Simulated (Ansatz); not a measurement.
Molecule (SMILES): O=[O+][O-].
Geometry (B3LYP-D3(BJ)/def2-TZVP, fixed):
```xyz
3

O     -0.0102     1.0756    -0.2169
O      0.0093     0.0011     0.4285
O      0.0009    -1.0767    -0.2116
```
Charge 0, spin multiplicity 1.

Basis-set convergence of the dipole moment at PBE0 with Ansatz (a program for electronic structure). Dipoles come from the density behind the forces; the sign is taken along the dipole that this method gives in the largest set. All functions are spherical. The program fits the integrals of some runs and decomposes those of others, by size. No added dispersion term, no relativity. Reference: the value in aug-pcseg-3, 0.666 D. Deviations are taken from unrounded values.

```tsv
basis	functions	dipole moment (D)	minus reference (D)
def2-SVP	42	0.635	-0.031
aug-cc-pVDZ	69	0.656	-0.010
def2-SVPD	69	0.655	-0.011
def2-TZVPP	93	0.680	0.014
jun-cc-pV(T+d)Z	117	0.666	0.000
def2-TZVPPD	120	0.664	-0.002
aug-cc-pVTZ	138	0.667	0.001
def2-QZVPP	171	0.659	-0.007
def2-QZVPPD	198	0.666	0.000
aug-cc-pVQZ	240	0.666	0.000
```

The smallest set listed that lies within 0.02 D of the reference with all its larger relatives (same family, alike in diffuse functions; a set with none counts only in the reference's own line) is aug-cc-pVDZ (69 functions, -0.010 D off), level with def2-SVPD.
